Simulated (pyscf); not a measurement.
## Multi-bond step: GaH [singlet] + HO–SiH₂–OH -> HO–SiH₂–O–Ga [singlet] + hydrogen (H₂)

Gas phase, singlet surface, charge 0. Bonds broken: Ga1–H8, O2–H3, Si5–H7. Bonds formed: Ga1–O2, H3–H7, Si5–H8. PySCF, gas phase, ωB97X-D3(BJ)/def2-SVP geometries.

Transition state (Å):

```xyz
9

Ga     1.9882     1.0407    -0.6918
O      0.1647     0.5906    -1.1690
H     -0.7986     0.1092    -1.5179
O     -1.0501    -0.5049     1.2816
Si    -0.8536     0.7915     0.2507
H     -1.7254    -1.1189     0.9706
H     -1.8468    -0.0614    -1.0451
H      0.3131     1.4589     1.0160
H     -1.8314     1.9079     0.2420
```

One imaginary mode, 1365i cm⁻¹; descent along it reached the two sides named, in the forms told below.

```tsv
bond	change	reactant side (Å)	saddle	product side
Ga1–H8	breaks	1.810	2.428	3.8
O2–H3	breaks	0.965	1.132	2.6
Si5–H7	breaks	1.525	1.842	3.8
Ga1–O2	forms	2.414	1.938	1.812
H3–H7	forms	2.406	1.162	0.761
Si5–H8	forms	1.760	1.547	1.487
```

Electronic energies relative to the separated reactants (kcal/mol):

| level | barrier | reaction energy | reverse barrier |
|---|---|---|---|
| ωB97X-D3(BJ)/def2-TZVP | 12.8 | -36.8 | 49.6 |
| PBE/def2-TZVP | 9.7 | -34.6 | 44.3 |
| r²SCAN/def2-TZVP | 11.2 | -37.1 | 48.4 |
| B3LYP-D3(BJ)/def2-TZVP | 15.1 | -36.4 | 51.5 |
| PBE0-D3(BJ)/def2-TZVP | 12.3 | -34.0 | 46.3 |
| M06-2X/def2-TZVP | 16.2 | -37.5 | 53.6 |
| ωB97M-D3(BJ)/def2-TZVP | 16.3 | -34.0 | 50.3 |
| HF/def2-TZVP | 39.3 | -30.5 | 69.8 |

With ωB97M-D3(BJ)/def2-TZVP energies and thermal terms (ideal gas, 1 atm, RRHO with modes under 100 cm⁻¹ raised to 100, one conformer, R ln 2 for chiral ones without a mode under 150 cm⁻¹), in kcal/mol:

```csv
T (K),ΔH‡,ΔG‡,ΔH,ΔG
298,15.4,26.0,-35.5,-34.1
600,15.0,37.0,-34.8,-33.1
900,15.2,47.9,-34.4,-32.4
1200,15.6,58.8,-34.2,-31.7
```

On the reactant side the descent ends in an adduct with a Ga–Si, H–Si contact, 10.7 kcal/mol under the separated species and 23.5 kcal/mol under the saddle at ωB97X-D3(BJ)/def2-TZVP. What is counted as formed (H–Si) is already present as a longer contact in the reactant adduct; forming that adduct is a step of its own. At the saddle there is also a short H–Si contact that neither side keeps. This saddle turned up in a search for another step; its sides and bond changes are read from the two ends of the descent. This is the saddle that the search found; another between the same sides may lie lower. Elements up to Kr have no core potential and no relativistic terms here.
